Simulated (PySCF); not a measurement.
System: Cl4Si, singlet: flattening of a tetrahedron along the D2d path, bond length relaxed. Scanned: the two opposite Cl-Si-Cl angles (109.47 = tetrahedral, 180 = square planar). Other coordinates (Si-Cl bond length) were minimised at B3LYP/def2-TZVP. Each profile is relative to its own lowest point.

| a / ° | A | B | C |
|---|---|---|---|
| 90 | 89.8 | 73.5 | 81.7 |
| 95 | 46.1 | 38.3 | 41.8 |
| 100 | 18.5 | 15.6 | 16.7 |
| 105 | 3.8 | 3.2 | 3.5 |
| 109.47 | 0.0 | 0.0 | 0.0 |
| 115 | 5.4 | 4.6 | 4.7 |
| 120 | 18.4 | 15.6 | 16.0 |
| 130 | 63.0 | 51.6 | 54.1 |
| 140 | 124.9 | 98.8 | 105.3 |
| 150 | 194.9 | 149.1 | 160.8 |
| 160 | 261.7 | 193.9 | 211.0 |
| 170 | 311.8 | 224.7 | 246.4 |
| 180 | 330.8 | 235.7 | 259.2 |

Energies in kJ/mol.

Match the curves with the methods restricted Hartree-Fock/STO-3G run with PySCF 2.14.0; PySCF with restricted B3LYP/3-21G; r2SCAN/def2-TZVP (PySCF).

A is RHF/STO-3G; B is RKS-B3LYP/3-21G; C is r2SCAN.
